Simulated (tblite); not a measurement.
Input of a run (GFN2-xTB geometry optimisation, gas phase (tblite 0.8.0)), started from a force field or distance geometry:
```
{"job": {"kind": "relax", "xc": "GFN2-xTB", "basis": "xTB"}, "charge": 0, "multiplicity": 2}
C      1.904000    -0.048500     0.097500
O      0.573400     0.103700     0.603500
C     -0.422300    -0.241500    -0.353600
C     -1.756600     0.286600     0.217600
O     -0.534300    -1.550300    -0.452300
H      2.029400     0.575700    -0.794000
H      2.123000    -1.087900    -0.135100
H      2.603900     0.297200     0.869800
H     -0.233400     0.382700    -1.239700
H     -1.982700    -0.164000     1.211200
H     -2.606600     0.087000    -0.444700
H     -1.696600     1.358500     0.393700
```

Output (eV, eV/Å):
```
step      E/eV     max force
  0    -490.28882    2.396
  1    -490.42468    0.974
  2    -490.48691    0.688
  3    -490.52432    0.645
  4    -490.55472    0.532
  5    -490.57232    0.341
  6    -490.58177    0.255
  7    -490.58844    0.313
  8    -490.59742    0.365
  9    -490.60578    0.289
 10    -490.61234    0.245
 11    -490.61715    0.186
 12    -490.62194    0.244
 13    -490.62826    0.239
 14    -490.63628    0.300
 15    -490.64497    0.292
 16    -490.65394    0.269
 17    -490.66398    0.353
 18    -490.67611    0.397
 19    -490.68945    0.358
 20    -490.70161    0.282
 21    -490.71261    0.264
 22    -490.72461    0.326
 23    -490.73248    0.502
 24    -490.73984    0.320
 25    -490.74796    0.175
 26    -490.75277    0.177
 27    -490.75610    0.180
 28    -490.75946    0.146
 29    -490.76191    0.129
 30    -490.76362    0.115
 31    -490.76549    0.122
 32    -490.76792    0.155
 33    -490.77101    0.194
 34    -490.77492    0.198
 35    -490.77930    0.196
 36    -490.78361    0.188
 37    -490.78754    0.235
 38    -490.79111    0.165
 39    -490.79369    0.099
 40    -490.79528    0.096
 41    -490.79623    0.080
 42    -490.79689    0.067
 43    -490.79737    0.074
 44    -490.79783    0.081
 45    -490.79836    0.074
 46    -490.79905    0.057
 47    -490.79953    0.065
 48    -490.79999    0.057
 49    -490.80035    0.046
 50    -490.80068    0.046
 51    -490.80092    0.039
 52    -490.80107    0.029
 53    -490.80118    0.027
 54    -490.80130    0.026
 55    -490.80149    0.042
 56    -490.80176    0.056
 57    -490.80207    0.054
 58    -490.80241    0.048
 59    -490.80280    0.060
 60    -490.80336    0.082
 61    -490.80418    0.090
 62    -490.80521    0.101
 63    -490.80608    0.080
 64    -490.80679    0.057
 65    -490.80725    0.053
 66    -490.80759    0.050
 67    -490.80781    0.034
 68    -490.80794    0.026
 69    -490.80803    0.028
 70    -490.80813    0.030
 71    -490.80822    0.028
 72    -490.80833    0.028
 73    -490.80844    0.036
 74    -490.80863    0.042
 75    -490.80897    0.055
 76    -490.80958    0.076
 77    -490.81049    0.084
 78    -490.81166    0.086
 79    -490.81296    0.096
 80    -490.81303    0.211
 81    -490.81458    0.166
 82    -490.81604    0.089
 83    -490.81717    0.079
 84    -490.81685    0.274
 85    -490.82044    0.079
 86    -490.82149    0.072
 87    -490.82097    0.271
 88    -490.82340    0.050
 89    -490.82390    0.050
 90    -490.82470    0.104
 91    -490.82516    0.078
 92    -490.82571    0.056
 93    -490.82634    0.059
 94    -490.82658    0.026
 95    -490.82666    0.027
 96    -490.82673    0.022
 97    -490.82678    0.028
 98    -490.82684    0.029
 99    -490.82690    0.023
100    -490.82693    0.018
101    -490.82697    0.021
102    -490.82703    0.022
103    -490.82708    0.017
104    -490.82711    0.011
105    -490.82713    0.006
```

Q: Summarise the run.

A: The energy falls by 0.538 eV over 105 L-BFGS steps, the largest force on an atom goes from 2.40 to 0.006 eV/Å, and the atoms move by 0.605 Å rms after alignment. The bond that changes most is C3–O5 (ends: carbon bonded to C, 2 O and H; oxygen bonded to C), which shortens by 0.042 Å. Bonds longer at the end by more than 0.005 Å: 3 of 11; shorter: 5. Among the angles that change most is O5–C3–H9, from 121.2° to 111.5°. Among the dihedrals that turn most is C1–O2–C3–O5, from 77° to -3°. The energy rose by more than 1e-5 eV at steps 84 and 87. The first step brought 25 % of the lowering.

Q: What are the final bond lengths?

A: C1–O2 1.402 Å, O2–C3 1.423 Å, C3–C4 1.575 Å, C3–O5 1.275 Å, C1–H6 1.095 Å, C1–H7 1.096 Å, C1–H8 1.087 Å, C3–H9 1.128 Å, C4–H10 1.086 Å, C4–H11 1.084 Å, C4–H12 1.084 Å. Numbering counts from 1 in the input's order; the species is `CO[C@H](C)[O]` [radical].

Its GFN2-xTB frequencies are all real (lowest 100 cm⁻¹). 2 starts were optimised and ended at 0.00 and 6.63 kcal/mol (GFN2-xTB); the lowest of these is shown.

One conformer stands for the species.

These are computed values.
